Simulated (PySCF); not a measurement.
Cyclohexane, C6H12.
Z-matrix (Å and degrees, PBE0-D3(BJ)/def2-SVP geometry), rows numbered from 1:
```
C 
C   1  1.5258
C   2  1.5259  1  111.57
C   3  1.5258  2  111.58  1   -54.46
C   4  1.5258  3  111.56  2    54.45
C   1  1.5258  2  111.56  3    54.44
H   1  1.1054  2  109.10  3   -66.17
H   1  1.1021  2  110.34  3   177.47
H   2  1.1021  1  110.34  3   123.03
H   2  1.1054  1  109.10  3  -120.62
H   3  1.1054  2  109.09  1    66.14
H   3  1.1021  2  110.34  1  -177.51
H   4  1.1021  3  110.34  2   177.48
H   4  1.1054  3  109.11  2   -66.16
H   5  1.1021  4  110.34  3  -177.47
H   5  1.1054  4  109.10  3    66.18
H   6  1.1054  1  109.08  2    66.15
H   6  1.1021  1  110.35  2  -177.49
```

Theory: PySCF 2.14.0, PBE0-D3(BJ)/def2-SVP geometry optimisation, gas phase.

Take the most abundant isotopes and a rigid rotor. The values belong to one conformer with, in the numbering `[CH2:1]1[CH2:2][CH2:3][CH2:4][CH2:5][CH2:6]1`, C6–C1–C2–C3 54°, C1–C2–C3–C4 -54°, C2–C3–C4–C5 54°, C3–C4–C5–C6 -54°.

Q: What are A, B and C (MHz)?

A: Ia = 116.78, Ib = 116.81, Ic = 204.55 u·Å²; 505379 MHz·u·Å²/I gives A = 4328, B = 4326, C = 2471 MHz.

Q: Classify the top.

A: An oblate symmetric top, as the point group D3d requires two equal moments; the computed ones differ by 0.03 % because the geometry is symmetric only within the optimiser's tolerance. Ray's parameter κ = (2B − A − C)/(A − C) = 0.999; −1 is the prolate and +1 the oblate limit.

Q: Is it planar, by Δ = Ic − Ia − Ib?

A: Not planar: Δ = Ic − Ia − Ib = -29.05 u·Å². For a rigid frame Δ = −2 Σ m c², so Σ m c² = 14.52 u·Å² lies off the ab plane: 10.83 from hydrogen and 3.70 from heavier atoms. The atom farthest from that plane is 1.33 Å away.

Q: Give the other two planar moments, Paa and Pbb, and the rms extents of the mass along the axes.

A: Paa = Σ m a² = (Ib + Ic − Ia)/2 = 102.29 and Pbb = Σ m b² = (Ia + Ic − Ib)/2 = 102.26 u·Å². With the mass M = 84.09 u, the rms extents √(P/M) along a, b and c are 1.10, 1.10, 0.42 Å.

The point group D3d allows no dipole (computed: 0.00 D), so a rigid rotor has no electric-dipole lines.

No PBE0-D3(BJ)/def2-SVP frequencies stand behind this structure, so it isn't proved a minimum. No vibrational averaging or centrifugal distortion is included, and the geometry carries the error of its method.

Rough CPU time on one thread of a shared machine: about 23 s. These figures are those of the optimisation.
